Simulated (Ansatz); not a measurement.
# Worked example: correlation energy of HSi–BH, quartet

Geometry: a point of a stretch scan, not a stationary point.

```xyz
4

Si    0.0000   -0.4991    2.5292
B     0.0000   -0.5348   -2.5586
H     0.0000    0.7190    3.4248
H     0.0000    0.3149   -3.3954
```

Basis cc-pVTZ; Ansatz 0.2.0. Only valence electrons are correlated (noble-gas cores frozen), which leaves 9 electrons in 86 orbitals. R marks a restricted (for open shells ROHF) determinant, U an unrestricted one.

Full CI isn't at hand for all of this; UCCSDT(Q) serves as the reference, and is uncertain by the last step of the cluster series or more.

UCCSD has a T1 diagnostic of 0.025 and a largest doubles amplitude of 0.08.

Runs differ by some tens of microhartree through their thresholds and, for an open shell, their frozen cores, so steps under 0.03 kcal/mol mean nothing.

```tsv
level	total energy (hartree)
UHF	-314.555834
UMP2	-314.686527
UCCSD	-314.724813
UCCSD(T)	-314.729226
UCCSDT	-314.730441
UCCSDT(Q)	-314.730543
```

What is the correlation energy at UCCSDT(Q), and what share of it do UMP2 and UCCSDT recover?

E(corr) = -314.730543 − (-314.555834) = -0.174709 hartree = -4.754 eV. UMP2: -0.130693 / -0.174709 = 74.81 %. UCCSDT: -0.174607 / -0.174709 = 99.94 %.

By how many kcal/mol does UCCSD(T) miss UCCSDT(Q) (1 hartree = 627.509 kcal/mol), and which steps make up the rest?

-314.729226 − (-314.730543) = 0.001317 hartree = 0.83 kcal/mol. Steps: UCCSDT − UCCSD(T) = -0.76, UCCSDT(Q) − UCCSDT = -0.06 kcal/mol. Differences between like states or geometries often cancel part of this.
